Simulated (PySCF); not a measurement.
# Ionisation energy of C by level of theory

C [He] 2s2 2p2 (3P) → C⁺ [He] 2s2 2p1 (2P), as a difference of total energies. Calculation: PySCF 2.14, in cc-pVDZ-DK (3s2p1d, 14 functions); the spin-free X2C one-electron Hamiltonian (Gaussian nucleus). Correlated levels: valence: 1s2 frozen. The calculations carry no spin-orbit coupling.

```csv
method,ionisation energy (eV)
UHF,10.799
B3LYP,11.516
MN15,11.310
MP2 (valence),11.084
SCS-MP2 (valence),10.977
CCSD (valence),10.968
CCSD(T) (valence),10.975
```

**Question.** How much does correlation contribute at CCSD(T) (valence)?

**Answer.** 10.975 − (10.799) = 0.176 eV, measured against UHF.

Errors of the correlated levels include the incompleteness of this basis and the frozen core.

For comparison: 11.262 eV (measured; NIST levels, between the centres of gravity of the two terms).
